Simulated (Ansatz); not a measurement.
# SiF+ (singlet): from Hartree-Fock to the top rungs, cc-pVDZ

One table from this session's results is given with a row withheld; the runs are named, their logs left out.

Method: cc-pVDZ, core rule «outside noble gas», up to 6 orbitals frozen; program: Ansatz 0.2.0, Gaussian basis.

To be run: UHF; CCSD(T) on RHF; BCCD(T) on RHF; CISD; CCSDT(Q) on RHF; CCSDTQ on RHF.

12 further runs of the same task are left out: 4 for a known fault of the program, 3 that didn't finish, 5 set aside as unsound or not needed.

### What is computed

The geometry is a PBE0/def2-TZVP stationary point (not a proven minimum).

2 atoms, charge 1, spin multiplicity 1.

Atoms are counted from 1 here; the program's logs count them from 0.

Bond lengths: Si1–F2 1.536 Å.

Set-up of the first run:

File in.yaml:

```yaml
crystal:
  periodic: [false, false, false]
  atoms:
    - {symbol: Si, position_ang: [0.000000, 0.000000, 0.000000]}
    - {symbol: F, position_ang: [0.000000, 0.000000, 1.536400]}
basis:
  gaussian: {orbitals: cc-pVDZ}
total_charge: 1
magnetization: {spin_polarized: true, initial_magnetization: 0}
hamiltonian: {xc: hf}
output: {orbitals: {seedname: orbitals}}
```

Launch:

```console
$ ansatz run in.yaml --threads 1 --pin off --events-out ev --progress --plain --max-ram 2393MiB
```

Steps of the session up to this table: UHF; CCSD(T) on RHF; BCCD(T) on RHF; CISD; CCSDT(Q) on RHF; CCSDTQ on RHF.

One table of the session follows, with a row left open; its other results are not shown here.

| method | from RCCSDTQ (meV) |
| --- | --- |
| RHF | +7312.8 |
| RMP2 | +541.9 |
| CISD | +640.1 |
| RCCSD | +186.8 |
| RCCSD(T) | +26.8 |
| BCCD(T) | ? |
| RCCSDT | +14.9 |
| RCCSDT(Q) | -2.4 |
| RCCSDTQ | 0 |

Q: Estimate the row for BCCD(T) from the others.

**Answer.** from RCCSDTQ (meV): +20.4. In the column «from RCCSDTQ (meV)» it lies between RCCSDT (+14.9) and RCCSD(T) (+26.8).
